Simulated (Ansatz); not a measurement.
# How far each method lies from UCCSDT(Q) for [Br···H···S], triplet

Geometry: a point of a hydrogen-transfer path between rigid fragments, not a stationary point.

```xyz
3

Br    0.0000    0.0000   -1.6453
H     0.0000    0.0000    0.1327
S     0.0000    0.0000    1.5127
```

Basis cc-pVTZ; Ansatz 0.2.0. Only valence electrons are correlated (noble-gas cores and the filled d shells of p-block atoms frozen), which leaves 14 electrons in 72 orbitals. Prefix R: restricted or restricted open-shell reference; prefix U: unrestricted. Active spaces: valence = (14e, 9o) chosen from the atoms' valence shells. No spin–orbit coupling is included, and no scalar relativity.

Full CI isn't at hand for all of this; UCCSDT(Q) serves as the reference, and is uncertain by about the last step of the cluster series. The frozen core follows each run's orbitals, which can shift R against U totals by a few meV for light atoms and by up to 0.1 eV past Ca.

```
UHF ⟨S²⟩                          : 2.038
T1 diagnostic (RCCSD)             : 0.0229
largest doubles amplitude (RCCSD) : 0.050
T1 diagnostic (UCCSD)             : 0.0151
```

Question: From what is known of these methods and the diagnostics, rank them by the size of their error in total energy against UCCSDT(Q) in cc-pVTZ, smallest first (an estimate: the text doesn't fix the numbers).
A. UMP2
B. UCCSD
C. UHF
D. UCCSD(T)
E. UCCSDT

Answer: E (1.5 kJ/mol), D (5.4 kJ/mol), B (40.0 kJ/mol), A (149.5 kJ/mol), C (942.5 kJ/mol).

All errors are against UCCSDT(Q) in cc-pVTZ. Within each family the higher level lies nearer, as is usual though not guaranteed.

Natural occupations of CASSCF (valence space) about the gap: 1.999 1.996 1.968 1.003 1.001 0.035; effectively unpaired electrons, Σ n²(2−n)², 2.01.
